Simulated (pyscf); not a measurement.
Thermochemistry of product channels of OH• + HO–Si(OH)(OH)–OH on the doublet surface, in eV, from ωB97M-D3(BJ)/def2-TZVP energies (ideal gas, 1 atm, RRHO with modes under 100 cm⁻¹ raised to 100, one conformer, R ln 2 for chiral ones without a mode under 150 cm⁻¹). Structures and frequencies: ωB97X-D3(BJ)/def2-SVP in PySCF.

```tsv
products	ΔE	ΔH(298 K)	ΔG(298 K)	ΔG(1200 K)
H₂O + •O–Si(OH)(OH)–OH	?	+0.19	+0.13	-0.02
O [triplet] + H₂ + •O–Si(OH)(OH)–OH	?	+5.12	+4.77	+3.63
```

Q: Complete the blanks.

A: 
- H₂O + •O–Si(OH)(OH)–OH, ΔE: +0.16
- O [triplet] + H₂ + •O–Si(OH)(OH)–OH, ΔE: +5.35

These are energies of the channels, which say nothing of barriers. Left out: orbital degeneracy and the spin-orbit lowering of OH, O.
